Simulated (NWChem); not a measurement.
System: methanol (CH₄O); SMILES OC

Here is an NWChem input.

```
start job
memory heap 200 mb stack 900 mb global 1100 mb
geometry units angstroms noautosym nocenter noautoz
  C     -0.008379    -0.639520     0.000000
  O     -0.090741     0.755379     0.000000
  H      0.500926    -1.049112    -0.894875
  H     -1.034765    -1.035935     0.000000
  H      0.500926    -1.049112     0.894875
  H      0.803609     1.108715     0.000000
end
basis spherical
  * library def2-svp
end
dft
  xc pbe0
  iterations 150
end
cosmo
  do_cosmo_smd true
  solvent hexane
end
task dft energy
```

Geometry: optimised at PBE0/def2-SVP. Solvent: n-hexane.

Level: PBE0/def2-SVP with SMD (1 M gas to 1 M solution), gas-phase geometry.

Q: What results follow from this input? (PBE0/def2-SVP, SMD on the gas-phase geometry.) Quantities: solvation free energy (kcal/mol); cavity-dispersion-structure term (kcal/mol); dipole in solution (D).

A: 
| Quantity | Value |
|---|---|
| solvation free energy (kcal/mol) | -1.7 |
| cavity-dispersion-structure term (kcal/mol) | -0.4 |
| dipole in solution (D) | 1.74 |
